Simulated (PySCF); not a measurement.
Bond stretch in S2, triplet. Each curve is given relative to its own lowest point near equilibrium.

```json
[
 {"R / Å": "1.53", "A": "162.8", "B": "107.9", "C": "116.1"},
 {"R / Å": "1.62", "A": "95.3", "B": "53.0", "C": "58.8"},
 {"R / Å": "1.68", "A": "64.3", "B": "29.9", "C": "34.3"},
 {"R / Å": "1.78", "A": "30.3", "B": "8.0", "C": "10.6"},
 {"R / Å": "1.84", "A": "17.6", "B": "2.0", "C": "3.6"},
 {"R / Å": "1.89", "A": "10.2", "B": "0.0", "C": "0.8"},
 {"R / Å": "1.94", "A": "5.2", "B": "0.1", "C": "0.0"},
 {"R / Å": "2.00", "A": "1.6", "B": "2.4", "C": "5.6"},
 {"R / Å": "2.08", "A": "0.0", "B": "8.1", "C": "16.7"},
 {"R / Å": "2.16", "A": "1.2", "B": "15.8", "C": "26.6"},
 {"R / Å": "2.35", "A": "11.0", "B": "38.3", "C": "47.0"}
]
```

Energies in kcal/mol.

Match the curves with the methods unrestricted B3LYP/3-21G run with PySCF; unrestricted CAM-B3LYP/cc-pVDZ run with PySCF; MP2 on UHF/cc-pVDZ, 10 core orbitals frozen run with PySCF 2.14.0.

A is UKS-B3LYP/3-21G; B is UKS-CAM-B3LYP; C is UMP2.

The scan ran from 1.53 to 7.49 Å; beyond the distances shown one of the unrestricted levels run for this scan, shown here or not, changes its spin distribution in one step.
